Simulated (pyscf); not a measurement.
`[CH3][Al]([CH3])[F]` + `[H]` [doublet] → `[CH4]` + `[CH3][Al][F]` [doublet], a substitution at C (doublet surface; Al–C broken, C–H formed). Structures and frequencies: ωB97X-D3(BJ)/def2-SVP in PySCF. Energies in kcal/mol from the separated reactants.

Small-basis levels: PySCF, no dispersion term, spherical d functions. AM1 to PM7: differences of heats of formation from MOPAC. Open shells are spin-unrestricted. 

| level | barrier | reaction energy |
|---|---|---|
| HF/STO-3G | 61.5 | -9.8 |
| B3LYP/3-21G | 19.9 | -24.9 |
| B3LYP/6-31G* | 18.3 | -30.7 |
| PBE/def2-SVP | 13.6 | -25.1 |
| PM3 | -14.7 | -59.6 |
| PM6 | 25.7 | -13.7 |
| PM7 | ___ | -28.1 |
| ωB97M-D3(BJ)/def2-TZVP | ___ | -24.2 |

Fill in the missing entries.


- PM7, barrier: 3.4
- ωB97M-D3(BJ)/def2-TZVP, barrier: 23.7

Against the last row the barrier runs from -38.4 (PM3) to +37.7 kcal/mol (HF/STO-3G). At PM3 this geometry lies under one side, so the entry may be no barrier of that level: it is a single point on another level's saddle. ωB97M-D3(BJ)/def2-TZVP has limits of its own. Abstraction by the radical was not located in this set and often lies lower. This is the saddle that the search found; another between the same sides may lie lower. The angle at the attacked C is 162°.
